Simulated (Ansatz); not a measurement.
Al2H5N, SMILES `[NH2][AlH][AlH2]`. Total charge 0; spin multiplicity 1. The structure was optimised at the PBE0-D4/def2-TZVP level. It is one conformer, not always the lowest.

```xyz
8

N    -0.808   -1.044   -1.232
Al    0.045    0.445   -0.785
Al    0.737    0.688    1.705
H    -1.031   -1.791   -0.594
H    -1.137   -1.269   -2.158
H     0.283    1.469   -1.983
H     1.411    2.004    2.304
H     0.499   -0.502    2.744
```

(1) What is the dipole moment at ωB97M-V/def2-TZVPP? (Estimate.)

(2) And with PBE, r2SCAN, B3LYP? (An estimate is asked.)

(3) Give the Mulliken charges with ωB97M-V, r2SCAN, PBE in def2-TZVPP. (An estimate is asked.)

Results:

(1) Computed: 1.34 D, with components (-0.64, -1.03, -0.58) D in this frame, pointing from negative to positive charge.

(2) Computed: PBE 1.54 D, r2SCAN 1.51 D, B3LYP 1.39 D.

(3) Ansatz gave: 
| atom | ωB97M-V | r2SCAN | PBE |
| --- | --- | --- | --- |
| N1 | -0.37 | -0.46 | -0.39 |
| Al2 | 0.26 | 0.31 | 0.23 |
| Al3 | 0.24 | 0.34 | 0.22 |
| H4 | 0.11 | 0.16 | 0.15 |
| H5 | 0.11 | 0.15 | 0.14 |
| H6 | -0.12 | -0.17 | -0.13 |
| H7 | -0.11 | -0.16 | -0.11 |
| H8 | -0.11 | -0.17 | -0.12 |

B3LYP here is the variant with VWN-RPA as its local correlation; programs differ in this.
